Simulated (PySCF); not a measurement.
`[C-]#[N+]CC`, C₃H₅N

Molfile (atoms numbered from 1):
```
C3H5N
     RDKit          3D

  9  8  0  0  0  0  0  0  0  0999 V2000
    2.3665   -0.7348    0.6338 C   0  0  0  0  0  0  0  0  0  0  0  0
    1.4259   -0.1291    0.3190 N   0  0  0  0  0  0  0  0  0  0  0  0
    0.2751    0.5746   -0.0590 C   0  0  0  0  0  0  0  0  0  0  0  0
   -0.9329   -0.3560   -0.1268 C   0  0  0  0  0  0  0  0  0  0  0  0
    0.4622    1.0327   -1.0365 H   0  0  0  0  0  0  0  0  0  0  0  0
    0.1062    1.3698    0.6754 H   0  0  0  0  0  0  0  0  0  0  0  0
   -0.7615   -1.1466   -0.8541 H   0  0  0  0  0  0  0  0  0  0  0  0
   -1.8142    0.2080   -0.4206 H   0  0  0  0  0  0  0  0  0  0  0  0
   -1.1138   -0.8126    0.8436 H   0  0  0  0  0  0  0  0  0  0  0  0
  1  2  3  0
  2  3  1  0
  3  4  1  0
  3  5  1  0
  3  6  1  0
  4  7  1  0
  4  8  1  0
  4  9  1  0
M  CHG  2   1  -1   2   1
M  END
```

Method: PySCF, GIAO KT3/aug-pcSseg-1 magnetisability, rotational g tensor and spin-rotation constants, non-relativistic, gas phase. Geometry: GFN2-xTB.

Problem. What are the magnetisability and the molar susceptibility?

Solution. Isotropic -621 × 10⁻³⁰ J/T², or -37.4 × 10⁻⁶ cm³/mol; principal values -735, -583, -546 × 10⁻³⁰ J/T², anisotropy 174 × 10⁻³⁰ J/T² (root of half the summed squared differences of the principal values). The susceptibility is in cgs units.

Problem. Split it along the inertial axes a, b, c into diamagnetic and paramagnetic parts about the centre of mass, with the quadrupole moment.

Solution. 
```tsv
axis	χ (10⁻⁶ cm³/mol)	diamagnetic (10⁻⁶ cm³/mol)	paramagnetic (10⁻⁶ cm³/mol)	summed x² of all electrons (Å²)	quadrupole Θ (D Å)
a	-43.5	-99.9	56.5	58.9	-6.31
b	-35.9	-284.7	248.7	15.4	+3.00
c	-32.9	-315.2	282.3	8.2	+3.31
```
Anisotropies 2χaa − χbb − χcc = -18.1 and 2χbb − χaa − χcc = +4.4 × 10⁻⁶ cm³/mol. Θ is traceless in Buckingham's convention.

Problem. And the rotational g tensor?

Solution. 
```csv
axis,rotational constant (GHz),g,nuclear part,electronic part
a,27.8537,+0.0067,0.7457,-0.7390
b,5.2372,-0.0307,0.5813,-0.6120
c,4.6663,-0.0345,0.5843,-0.6189
```
Asymmetric top; isotopes 12C, 1H, 14N; no vibrational averaging.
